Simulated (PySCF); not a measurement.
Species: C4H5ClO.
Numbering: `[O:1]=[C:2]([Cl:3])[CH:4]1[CH2:5][CH2:6]1` (hydrogens: H7 on C4; H8, H9 on C5; H10, H11 on C6)

Geometry (PBE0-D3(BJ)/def2-TZVP, Å), atoms numbered from 1 in this order:
```xyz
11
C4H5ClO angstrom
O      1.6628   -2.0012    0.6182
C      1.1741   -1.0691    0.0813
Cl     1.9875   -0.3486   -1.3576
C     -0.0729   -0.3989    0.4671
C     -0.2468    1.0949    0.3269
C     -1.0093    0.1900   -0.5607
H     -0.5157   -0.8730    1.3340
H      0.5794    1.6452   -0.1017
H     -0.7603    1.5826    1.1450
H     -2.0645    0.0378   -0.3761
H     -0.7005    0.1201   -1.5947
```

Level: wB97X-D/pcSseg-2 in PySCF, non-relativistic, on one gas-phase PBE0-D3(BJ)/def2-TZVP geometry that isn't relaxed in the solvent. The solvent is an IEF-PCM continuum (Bondi radii, 1.10 Å for H, scaled by 1.2). Only the electrostatic response of the medium enters.

Gas phase at wB97X-D/pcSseg-2: HOMO -10.24 eV, LUMO 0.88 eV, dipole 3.55 D.

**Question.** What does the continuum do to the energy, the frontier levels and the dipole at wB97X-D/pcSseg-2 in chloroform?

**Answer.** 
```
   solvent      ε  E(solvent) − E(gas) (kcal/mol)  polarisation term (kcal/mol)  distortion of the solute (kcal/mol)  HOMO (eV)  LUMO (eV)  dipole (D)
chloroform  4.711                           -3.30                         -3.77                                 0.47     -10.30       0.87        4.27
```

Polarisation term: ½ Σ q·V over the induced surface charges. Distortion: the rise of the solute's own energy as its density leaves the gas-phase optimum.

**Question.** Which radius a makes the point-dipole formula ΔE = −[(ε − 1)/(2ε + 1)]·μ²/a³ give the value in chloroform, with the gas-phase dipole?

**Answer.** μ = 1.398 au and |ΔE| = 0.00526 Eh give a = 2.70 Å; the farthest nucleus lies 2.67 Å from the centroid of the nuclei. The formula assumes a rigid point dipole at the centre of a sphere.

**Question.** Give the dipole vector in the frame of the coordinates (D, pointing from negative to positive charge), gas and chloroform.

**Answer.** Gas (-2.88, 2.04, 0.39), solvent (-3.46, 2.47, 0.45). Its length changes by +20 % and its direction by less than 1°.

On an Intel Xeon at 2.50 GHz with 2 threads, shared host, this took 1.7 min wall, 3.4 min CPU and 2.0 GiB of memory at its peak. This is the whole shielding run at wB97X-D/pcSseg-2 in chloroform, SCF included.

Note: wB97X-D ran without an empirical dispersion term, which enters the total energy and its gradient alone.
